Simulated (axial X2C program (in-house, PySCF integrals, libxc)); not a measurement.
**Which molecule has these constants?**

All values come from calculations with an axial X2C code built on PySCF integrals, spin-free (one-electron X2C) or two-component (2c: spin–orbit coupling with atomic mean-field Coulomb and Gaunt terms, which also bring small scalar terms), in Dyall basis sets with cores contracted in-house; open shells are unrestricted.

A two-component PBE0 calculation in a Dyall 3-zeta basis gave Re = 1.629 Å, ωe = 952.4 cm⁻¹, De = 4.96 eV, dipole magnitude 4.33 D, Ω = 1/2.

Question: Which molecule is it?
A. MgO
B. AlO
C. PO
D. NaO
E. SiO

Answer: B. The others have MgO 1.875 Å and 638.8 cm⁻¹ (Ω = 2); PO 1.483 Å and 1272.3 cm⁻¹ (Ω = 1/2); NaO 2.052 Å and 490.3 cm⁻¹ (Ω = 3/2); SiO 1.516 Å and 1261.4 cm⁻¹ (Ω = 0).

Each entry is the lowest single determinant of a limited PBE0 search at one distance. De goes to single-determinant-based atoms at the same level (for ions the charge split of lowest energy) and is withheld (n/a) where an atom does not fit its ground term or J level. Main or longest-lived isotopes. One determinant is a doubtful description, or other states lie close, for MgO, NaO; these need not be ground states, and all values refer to the states named. Some open-shell Ω = 0 determinants are out of reach, so the Ω given for MgO need not be the lowest component. With several unpaired electrons the Ω given is that of one determinant, not necessarily of the lowest component. Some light 2c atoms are not at their ground J level, so De misses part of their lowering (0.04 eV or less). The functionals have no current term, which raises determinants with orbital currents.
